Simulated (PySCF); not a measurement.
Molecule: propane (CCC, C$_{3}$H$_{8}$).

Geometry (Å), atoms numbered from 1 in this order:
```xyz
11

C    -1.2539    0.2548   -0.0718
C    -0.0028   -0.4767    0.3988
C     1.2574    0.1019   -0.2328
H    -2.1442   -0.1682    0.3882
H    -1.2000    1.3091    0.1915
H    -1.3564    0.1779   -1.1524
H     0.0722   -0.4047    1.4864
H    -0.0836   -1.5354    0.1417
H     1.2109    0.0226   -1.3168
H     2.1398   -0.4314    0.1132
H     1.3660    1.1526    0.0280
```

Frames of a GFN2-xTB Langevin trajectory at 400 K; GIAO PBE0/pcSseg-1 shieldings in PySCF 2.14, gas phase, non-relativistic; equivalent atoms averaged within each frame.

δ = σ(ref) − σ, references computed at the same level: ¹³C (σ = 186.93 ppm), ¹H (σ = 31.72 ppm) against TMS. The references are static minima.

Task: How do the shifts (ppm) fluctuate along the trajectory?

Result: 
```csv
time (fs),C2,C1/C3,H7/H8,H4/H5/H6/H9/H10/H11
optimised geometry,20.9,18.8,1.38,1.00
250,19.2,14.5,1.63,0.56
425,21.1,21.7,1.44,1.72
625,15.1,21.7,0.78,1.25
800,26.4,26.3,1.80,2.10
1000,29.7,26.8,3.00,1.83
mean of frames,22.3,22.2,1.73,1.49
standard deviation,5.8,5.0,0.81,0.60
```

5 frames give an uncertainty of the mean of about the standard deviation over 2.2 at best, since frames this close in time may not be independent; classical motion lacks zero-point vibration, and the reference would need the same averaging.
